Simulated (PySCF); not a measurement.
An unknown is described by computed data only.

Formula: C6H4.

| Property | Result |
| --- | --- |
| Triplet | lowest triplet excitation (Tamm–Dancoff): 2.80 eV [TDA B3LYP/def2-SVPD] |
| Couplings | largest of the computed one-bond spin–spin couplings (means over like bonds): 13C–1H +267.2 (×2), 13C–13C +202.0 (×2), 13C–1H +172.7 (×2), 13C–13C +99.7 (×2), 13C–13C +82.9 Hz [B3LYP/pcJ-1, spin–dipole term left out] |
| UV, first state | lowest singlet excitation: 4.70 eV (264 nm, f = 0.348) [TDDFT B3LYP/def2-SVPD] |
| Dipole | 0.16 D [B3LYP/def2-SVPD] |
| Polarisability | 73.5 au [B3LYP/def2-SVPD] |
| Rotational structure | rotational constants A, B, C: 7.058, 2.671, 1.938 GHz [GFN2-xTB] |
| 1H NMR | chemical shifts (computed TMS as zero) by class: 6.11 (2 H), 3.34 (2 H) ppm [GIAO PBE0/pcSseg-1] |
| 13C NMR | chemical shifts (computed TMS as zero) by class: 129.3 (2 C), 99.4 (2 C), 85.3 (2 C) ppm [GIAO PBE0/pcSseg-1] |

The electronic properties come from PySCF, for the isolated species, density fitting. Levels stand in brackets. Isolated species at its GFN2-xTB geometry, gas phase. NMR values are class means; diastereotopic atoms form classes of their own.

Problem. What is the compound? Reason from the data.

Solution. Numbering: `[CH:1]#[C:2]/[CH:3]=[CH:4]\[C:5]#[CH:6]`. Its formula, C6H4, gives 5 degrees of unsaturation: 0 rings and 5 π bonds in the structure found. 6 carbons fall into 3 classes; from least to most shielded: alkene CH carbon [C3/C4] (129.3 ppm, 2 C), terminal alkyne carbon [C1/C6] (99.4 ppm, 2 C), alkyne carbon [C2/C5] (85.3 ppm, 2 C). Hydrogen classes from least to most shielded: 2 H on 2 alkene CH carbons, C3/C4 (6.11 ppm), 2 H on 2 terminal alkyne carbons, C1/C6 (3.34 ppm). The couplings run between: +267.2 Hz, terminal alkyne carbon [C1] and its hydrogen (with 1 like pair); +202.0 Hz, terminal alkyne carbon [C1] and alkyne carbon [C2] (with 1 like pair); +172.7 Hz, alkene CH carbon [C3] and its hydrogen (with 1 like pair); +99.7 Hz, alkyne carbon [C2] and alkene CH carbon [C3] (with 1 like pair); +82.9 Hz, alkene CH carbon [C3] and alkene CH carbon [C4]. S1 is mainly HOMO→LUMO (weight 0.93); the largest Löwdin shares of the orbital it empties are 0.18 on each of 2 atoms of one kind (terminal alkyne carbon) and 0.16 on each of 2 atoms of one kind (alkene CH carbon), of the orbital it fills 0.22 on each of 2 atoms of one kind (alkene CH carbon) and 0.14 on each of 2 atoms of one kind (terminal alkyne carbon). The optimised geometry has point group C2v and is an asymmetric top. Structure: `C#C/C=C\C#C`. Computed isomers that give other values at the same levels: `C#CC1=CC1=C` (13C chemical shifts (computed TMS as zero) by class: 142.8 (1 C), 137.2 (1 C), 124.8 (1 C), 113.4 (1 C), 74.4 (1 C), 69.1 (1 C) ppm); `C#CC=C1C=C1` (rotational constant A: 15.530 GHz; this holds for the one conformer computed). The assignments are read from this structure; whether some other isomer fits the data as well wasn't checked.
